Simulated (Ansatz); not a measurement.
# ClH₃NSi radical: basis-set convergence

The task here is to estimate one member of a computed series from the others.

Computed with Ansatz 0.2.0, Gaussian basis. Level: one geometry, several basis sets.

Levels to be run: PBE0-D4/def2-SVP; ωB97M-V/def2-SVP; PBE0-D4/def2-QZVPP; ωB97M-V/def2-QZVPP; the functionals' def2-TZVPP values are taken from earlier runs.

## Structure used throughout

The geometry comes from an earlier relaxation with PBE0-D4 in a triple-zeta def2 set; it is a stationary point.

SMILES `[NH][SiH2]Cl`, 6 atoms, charge 0, spin multiplicity 2.

Atoms are counted from 1 here; the program's logs count them from 0.

Bond lengths: N1–Si2 1.739 Å, N1–H4 1.023 Å, Si2–Cl3 2.043 Å, Si2–H5 1.485 Å, Si2–H6 1.485 Å. Angles: Si2–N1–H4 112.4°, N1–Si2–Cl3 109.2°, N1–Si2–H5 110.2°, N1–Si2–H6 110.2°, Cl3–Si2–H5 108.0°, Cl3–Si2–H6 108.0°, H5–Si2–H6 111.2°.

The first run:

Contents of in.yaml:

```yaml
crystal:
  periodic: [false, false, false]
  atoms:
    - {symbol: N, position_ang: [-1.120663, -0.619335, -0.515820]}
    - {symbol: Si, position_ang: [0.327700, 0.083060, 0.143076]}
    - {symbol: Cl, position_ang: [1.532166, -1.405410, 0.854927]}
    - {symbol: H, position_ang: [-1.761413, 0.086832, -0.887651]}
    - {symbol: H, position_ang: [1.072885, 0.808679, -0.916527]}
    - {symbol: H, position_ang: [-0.008577, 0.982074, 1.275894]}
basis:
  gaussian: {orbitals: def2-SVP}
magnetization: {spin_polarized: true, initial_magnetization: 1}
hamiltonian: {xc: pbe0, dispersion: d4}
output: {orbitals: {seedname: orbitals}}
```

Among the steps run: PBE0-D4 in def2-SVP; ωB97M-V in def2-SVP; PBE0-D4 in def2-QZVPP; ωB97M-V in def2-QZVPP.

One table of the session follows, with a row left open; its other results are not shown here.

It belongs to the step «Density functionals: the series». 

```
functional       basis  HOMO (eV)  LUMO (eV)
   PBE0-D4    def2-SVP      -8.18      -3.50
   PBE0-D4  def2-TZVPP          ?          ?
   PBE0-D4  def2-QZVPP      -8.48      -3.81
   ωB97M-V    def2-SVP     -10.50      -1.33
   ωB97M-V  def2-TZVPP     -10.79      -1.68
   ωB97M-V  def2-QZVPP     -10.83      -1.76
```

**Question.** Estimate the row for PBE0-D4, def2-TZVPP.

The run gave: HOMO (eV): -8.43; LUMO (eV): -3.75. In the column «HOMO (eV)» it lies between PBE0-D4, def2-QZVPP (-8.48) and PBE0-D4, def2-SVP (-8.18).
